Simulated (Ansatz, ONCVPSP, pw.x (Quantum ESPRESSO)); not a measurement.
## What a changed setting does to a pw.x run (fcc Nb)

Potential: optimised norm-conserving Vanderbilt (ONCV), ONCVPSP 4.0.1.1 (patched build), LDA (Perdew-Wang 92); core [Ar] 3d10, reference 4s2 4p6 4d4 5s1; waves: 4s+5s: rc 2.25 bohr, ncon 3, nbas 7, qcut 4.8 1/bohr, 2 projectors; 4p: rc 1.50 bohr, ncon 4, nbas 8, qcut 8.7 1/bohr, 2 projectors, debl 1.6 Ha; 4d: rc 2.35 bohr, ncon 4, nbas 9, qcut 6.5 1/bohr, 2 projectors, debl 0.6 Ha; local part: polynomial inside 1.45 bohr (lpopt 5, dvloc0 0 Ha); core correction: Teter function, fcfact 3, rcfact 1.7.

The reference run (k-mesh 14³, cutoffs 75/300 Ry, Fermi–Dirac 0.01 Ry, mixing_beta 0.4, conv_thr 1e-9, no spin) gives 0.86 GPa at 17.697 Å³/atom, where all-electron LAPW gives 0.54 GPa. This run, with its own iteration cap, changes ecutwfc (ecutrho with it) to 5, a wrong or extreme entry chosen on purpose.

```
&control
  calculation='scf', prefix='x', pseudo_dir='./', outdir='./tmp', tstress=.true., disk_io='none'
/
&system
  ibrav=0, nat=1, ntyp=1, ecutwfc=5, ecutrho=20, nbnd=14,
  occupations='smearing', smearing='fd', degauss=0.01
/
&electrons
  conv_thr=1e-09, mixing_beta=0.4, electron_maxstep=70
/
ATOMIC_SPECIES
Nb 1.0 Nb.UPF
CELL_PARAMETERS angstrom
  0.00000000 2.06834613 2.06834613
  2.06834613 0.00000000 2.06834613
  2.06834613 2.06834613 0.00000000
ATOMIC_POSITIONS crystal
Nb 0.0000 0.0000 0.0000
K_POINTS automatic
14 14 14 0 0 0
```

```bash
pw.x < Nb.scf.in > Nb.scf.out
```

**Question.** How does the run end?

**Answer.** It stops with "memory_report: more bands than PWs!".

```
Message from routine setup:
     using ibrav=0 with symmetry is DISCOURAGED, use correct ibrav instead
     lattice parameter (alat)  =       5.5276  a.u.
     unit-cell volume          =     119.4253 (a.u.)^3
     number of electrons       =        13.00
     number of Kohn-Sham states=           14
     kinetic-energy cutoff     =       5.0000  Ry
     charge density cutoff     =      20.0000  Ry
     scf convergence threshold =      1.0E-09
     Exchange-correlation= SLA  PW   NOGX NOGC
     number of k points=   104  Fermi-Dirac smearing, width (Ry)=  0.0100
     Error in routine memory_report (1):
     more bands than PWs!
```

The run took about 0.6 s on one core of a shared host (Intel(R) Xeon(R) 6975P-C, 192 threads, 378 GiB, load 92).
